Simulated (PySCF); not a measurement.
C3H3ClFO (doublet state).
Geometry (PBE0-D3(BJ)/def2-SVP, Å), atoms numbered from 1 in this order:
```
atom  x, y, z in Å
F1    -2.239   -0.507   -0.131
C2    -1.333    0.486   -0.022
O3    -0.402    0.192    0.987
C4     0.522   -0.705    0.723
C5     1.638   -0.684    0.019
Cl6    2.175    0.747   -0.832
H7    -1.834    1.411    0.297
H8    -0.812    0.610   -0.986
H9     2.294   -1.549   -0.079
```

Level of theory: PBE0-D3(BJ)/def2-SVP geometry optimisation, gas phase (PySCF).

Take the most abundant isotopes and a rigid rotor. The values belong to one conformer with, in the numbering `[F:1][CH2:2][O:3]/[C:4]=[CH:5]\[Cl:6]`, F1–C2–O3–C4 75°, C2–O3–C4–C5 77°.

Problem. What are A, B and C (MHz)?

Solution. Ia = 72.06, Ib = 356.85, Ic = 385.80 u·Å²; 505379 MHz·u·Å²/I gives A = 7013, B = 1416, C = 1310 MHz.

Problem. Classify the top.

Solution. A near-prolate asymmetric top. Ray's parameter κ = (2B − A − C)/(A − C) = -0.963; −1 is the prolate and +1 the oblate limit.

Problem. Is it planar, by Δ = Ic − Ia − Ib?

Solution. Not planar: Δ = Ic − Ia − Ib = -43.11 u·Å². For a rigid frame Δ = −2 Σ m c², so Σ m c² = 21.56 u·Å² lies off the ab plane: 2.46 from hydrogen and 19.09 from heavier atoms. The atom farthest from that plane is 1.10 Å away.

Problem. Which lines would a microwave search look for?

Solution. The dipole components are |μa| = 0.01 D, |μb| = 0.99 D, |μc| = 0.04 D. The squared components, which scale the intensities, stand as 0.00 : 1.00 : 0.00 (a : b : c). Some lines, for components of 0.1 D or more:

```
type  branch         J(Ka,Kc)    MHz  lower level (cm⁻¹)
   b       R  4(0,4) ← 3(1,3)   5552               0.723
   b       Q  3(1,2) ← 3(0,3)   5975               0.545
   b       R  2(1,2) ← 1(0,1)  10943               0.091
   b       R  3(1,3) ← 2(0,2)  13510               0.273
   b       Q  5(2,3) ← 5(1,4)  16212               1.579
   b       R  3(2,2) ← 2(1,1)  24969               0.467
   b       Q  3(3,0) ← 3(2,1)  28244               1.300
   b       Q  4(3,2) ← 4(2,3)  28255               1.663
   b       Q  5(3,3) ← 5(2,4)  28264               2.118
   b       R  5(2,4) ← 4(1,3)  30049               1.115
   b       Q  4(4,1) ← 4(3,2)  39548               2.606
   b       R  4(4,1) ← 3(3,0)  50455               2.242
   b       Q  5(5,0) ← 5(4,1)  50848               4.380
   b       Q  5(5,1) ← 5(4,2)  50848               4.380
   b       R  5(5,1) ← 4(4,0)  64482               3.925
```

For this open shell read J as N, the rotation without spin; fine and hyperfine splittings come on top. PBE0-D3(BJ)/def2-SVP frequencies: not computed here. ⟨S²⟩ = 0.764 (exact for a doublet: 0.75). Constants of a rigid frame at the computed geometry: no zero-point averaging, no centrifugal distortion. Quadrupole hyperfine structure (35Cl) is left out.

The run took 96 s wall on Arm Neoverse N1, one thread, on a shared host. This is the geometry optimisation.
